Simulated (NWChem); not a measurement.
A series in which one site is exchanged, each optimised at PBE0/def2-SVP with NWChem, gas phase unless a solvent is named. Some are not confirmed as minima by frequencies. def2 effective core potentials on Y, La; no spin-orbit coupling.

A: [F][Y]([F])[F] (YF$_{3}$; site = Y)
B: FN(F)F (NF₃; site = N)
C: [F][La]([F])[F] (LaF$_{3}$; site = La)
D: [F][Al]([F])[F] (AlF3; site = Al)

Values for A:

```
Property                                                  Result
--------------------------------------------------------  ------
dipole (D), PBE0/def2-SVP                                   0.01
orbital gap (eV), PBE0/def2-SVP                             8.01
vertical ionisation energy, ΔSCF, PBE/def2-SVP (eV)        11.90
static polarisability, CAM-B3LYP/def2-SVPD (bohr³)          29.9
lowest singlet excitation, CAM-B3LYP/def2-SVPD, TDA (eV)    6.94
```

How do these values change for the other members?


```
change from A                                                 B      C      D
--------------------------------------------------------  -----  -----  -----
dipole (D), PBE0/def2-SVP                                 +0.05  -0.01  -0.01
orbital gap (eV), PBE0/def2-SVP                           +3.22  -0.55  +2.02
vertical ionisation energy, ΔSCF, PBE/def2-SVP (eV)       +0.67  -0.80  +1.35
static polarisability, CAM-B3LYP/def2-SVPD (bohr³)        -12.1   +5.1   -9.4
lowest singlet excitation, CAM-B3LYP/def2-SVPD, TDA (eV)  +1.81  -0.30  +1.61
```
